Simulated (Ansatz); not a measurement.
# C₅H₆: one species, many methods

One table from this session's results is given with a row withheld; the runs are named, their logs left out.

Program: Ansatz 0.2.0, Gaussian basis. Level of theory: functionals in def2-TZVPP, the program's frozen cores in correlated methods. These are calculated values, not measurements.

Plan: LDA (SPW92), PBE-D4, revPBE-D4, BLYP-D4, r2SCAN-D4, B97M-V, PBE0-D4, B3LYP-D4, r2SCANh-D4, r2SCAN0-D4, HSE06-D4, BHLYP-D4, CAM-B3LYP-D4, LC-ωPBE, ωB97X-V, ωB97M-V, B2PLYP, PBE-QIDH; CCSD(T)/def2-SVP; CCSD(T)/def2-TZVPP; MP2/def2-QZVPP; extrapolation to the limit; RPA on PBE.

## Structure used throughout

The geometry comes from an earlier relaxation with PBE0-D4 in a triple-zeta def2 set; it is a stationary point, not always the lowest conformer.

SMILES `C=CC1=CC1`, 11 atoms, charge 0, spin multiplicity 1.

Atoms are counted from 1 here; the program's logs count them from 0.

Bond lengths: C1–C2 1.333 Å, C1–H6 1.084 Å, C1–H7 1.083 Å, C2–C3 1.428 Å, C2–H8 1.087 Å, C3–C4 1.295 Å, C3–C5 1.497 Å, C4–C5 1.496 Å, C4–H9 1.076 Å, C5–H10 1.091 Å, C5–H11 1.091 Å. Angles: C2–C1–H6 120.7°, C2–C1–H7 121.5°, H6–C1–H7 117.7°, C1–C2–C3 122.6°, C1–C2–H8 120.4°, C3–C2–H8 117.0°, C2–C3–C4 151.9°, C2–C3–C5 143.9°, C4–C3–C5 64.3°, C3–C4–C5 64.4°, C3–C4–H9 150.2°, C5–C4–H9 145.4°, C3–C5–C4 51.3°, C3–C5–H10 119.5°, C3–C5–H11 119.5°, C4–C5–H10 119.6°, C4–C5–H11 119.7°, H10–C5–H11 113.6°.

The first run:

in.yaml

```yaml
crystal:
  periodic: [false, false, false]
  atoms:
    - {symbol: C, position_ang: [0.215516, 0.652217, -1.835705]}
    - {symbol: C, position_ang: [-0.669930, 0.118174, -0.993983]}
    - {symbol: C, position_ang: [-0.342556, -0.222127, 0.353845]}
    - {symbol: C, position_ang: [-0.651902, -0.692283, 1.520633]}
    - {symbol: C, position_ang: [0.760223, -0.224425, 1.366801]}
    - {symbol: H, position_ang: [1.233266, 0.849649, -1.517913]}
    - {symbol: H, position_ang: [-0.052088, 0.903354, -2.854654]}
    - {symbol: H, position_ang: [-1.688559, -0.077254, -1.318417]}
    - {symbol: H, position_ang: [-1.374249, -1.124074, 2.191856]}
    - {symbol: H, position_ang: [1.070338, 0.716187, 1.825422]}
    - {symbol: H, position_ang: [1.565442, -0.956417, 1.282714]}
basis:
  gaussian: {orbitals: def2-TZVPP}
hamiltonian: {xc: lda}
output: {orbitals: {seedname: orbitals}}
```

On the command line:

```bash
ansatz run in.yaml --threads 2 --pin off --events-out ev --progress --plain --max-ram 4352MiB
```

Among the steps run: LDA; PBE-D4 (GGA); revPBE-D4 (GGA); BLYP-D4 (GGA); r2SCAN-D4 (meta-GGA); B97M-V (meta-GGA); PBE0-D4 (hybrid); B3LYP-D4 (hybrid); r2SCANh-D4 (hybrid); r2SCAN0-D4 (hybrid); HSE06-D4 (hybrid); BHLYP-D4 (hybrid); CAM-B3LYP-D4 (range-separated); LC-ωPBE (range-separated); ωB97X-V (range-separated); ωB97M-V (range-separated); B2PLYP (double hybrid); PBE-QIDH (double hybrid).

One of the session's tables, all rows but one given; the rest of the session is left out.

It belongs to the step «Orbital energies across the functionals». 

```
  functional  HOMO (eV)  gap (eV)
 LDA (SPW92)      -5.78      3.52
      PBE-D4      -5.62      3.60
   revPBE-D4      -5.56      3.63
     BLYP-D4      -5.46      3.60
   r2SCAN-D4      -5.75      3.90
      B97M-V      -5.75      4.00
     PBE0-D4      -6.61      5.53
    B3LYP-D4      -6.41      5.13
  r2SCANh-D4      -6.13      4.62
  r2SCAN0-D4      -6.70      5.72
    HSE06-D4      -6.22      4.76
    BHLYP-D4          ?         ?
CAM-B3LYP-D4      -7.84      7.88
     LC-ωPBE      -9.15     10.30
     ωB97X-V      -8.78      9.88
     ωB97M-V      -8.69      9.69
```

**Question.** Estimate the row for BHLYP-D4.

Worked estimate for «HOMO (eV)». Against the share of exact exchange, BLYP-D4 (0, -5.46), B3LYP-D4 (0.2, -6.41) give a slope of -4.75 per unit share; at 0.5 the line stands at -7.83.

The run gave: HOMO (eV): -7.45; gap (eV): 7.46. In «HOMO (eV)» the line misses by -0.38.
